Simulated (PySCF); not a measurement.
# MgAl⁺ at LDA

Computed with LDA; basis Mg x2c-SVPall, Al x2c-SVPall; spin-free X2C with a Gaussian nucleus; PySCF 2.14.

For MgAl⁺, the state is ¹Σ⁺ (singlet), closed shell. The bond length is 3.099 Å. The harmonic wavenumber is 188 cm⁻¹. The force constant is 0.264 mdyn/Å, the rotational constant Be is 0.1382 cm⁻¹ and the anharmonicity ωexe is 1.10 cm⁻¹. The vibration–rotation constant αe is 0.00120 cm⁻¹ and the well depth De to Mg + Al⁺ is 1.21 eV. The dissociation energy D0 is 1.19 eV. The HOMO–LUMO gap is 2.01 eV and the bond order (Mayer) is 0.75. The dipole moment (positive dipole points towards Al; it is taken about the centre of mass and depends on that origin) is -0.65 D.

Closed-shell solutions of metal pairs were not tested for spin polarisation, which can lower them a little. For an ion De counts to the pair picked by the measured ionisation energies or electron affinities, which need not be the lowest pair at this level.
